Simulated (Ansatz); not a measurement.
AlGeH3⁺ (H-bridged), doublet in cc-pVDZ: errors against UCCSDT(Q)

Geometry: that of the AlGeH3 (H-bridged), singlet, kept fixed.

```yaml
atoms:
  - { symbol: Ge, position_ang: [-0.0422, 0.0000, 0.6623] }
  - { symbol: Al, position_ang: [0.0200, 0.0000, -1.8257] }
  - { symbol: H, position_ang: [0.7497, -1.0660, -0.3437] }
  - { symbol: H, position_ang: [0.7497, 1.0660, -0.3437] }
  - { symbol: H, position_ang: [1.0071, 0.0000, 1.8288] }
```

Basis cc-pVDZ; Ansatz 0.2.0. Correlated methods freeze the noble-gas cores and the filled d shells of p-block atoms, which leaves 9 electrons in 41 orbitals. Prefix R: restricted or restricted open-shell reference; prefix U: unrestricted. Active spaces: valence = (9e, 11o) chosen from the atoms' valence shells. No spin–orbit coupling is included, and no scalar relativity.

Full CI isn't at hand for all of this; UCCSDT(Q) serves as the reference, and is uncertain by about the last step of the cluster series. The frozen core follows each run's orbitals, which can shift R against U totals by a few meV for light atoms and by up to 0.1 eV past Ca.

Unrestricted rows (U) aren't spin-pure: their determinants' ⟨S²⟩ exceeds S(S+1) by up to 0.23, so they mix in states of higher spin.

```
UHF ⟨S²⟩                          : 0.983
T1 diagnostic (RCCSD)             : 0.0393
largest doubles amplitude (RCCSD) : 0.094
T1 diagnostic (UCCSD)             : 0.0525
```

```
   level  E − E(UCCSDT(Q)) (meV)  share of correlation (%)  wall time
     UHF                    4840                      9.76          –
    UMP2                    1377                     74.33          –
   UCCSD                     214                     96.02          –
UCCSD(T)                      59                     98.91       17 s
  UCCSDT                      11                     99.80          –
```

The correlation energy at UCCSDT(Q), counted from the determinant under the R cluster runs, is -5.364 eV. That run took 46 s on 1 thread of AMD EPYC 7R13, shared host.

Run but not shown, since their state or frozen core can't be matched to the reference's or they repeat it: RHF, RMP2, CISD, RCCSD, RCCSD(T), BCCD(T), RCCSDT, RCCSDT(Q), CASSCF (valence space), NEVPT2 (valence space), MRCISD (valence space), MRCISD+Q (valence space), MRCISD+Q(relaxed) (valence space).

Times hold each run's SCF and search for its determinant on a shared host, so for small cases they say little of a method's own cost; they ran on 1 thread of AMD EPYC 7R13.

Natural occupations of CASSCF (valence space) about the gap: 1.979 1.958 1.957 1.877 1.007 0.069 0.043 0.035 0.032 0.027; effectively unpaired electrons, Σ n²(2−n)², 1.11.
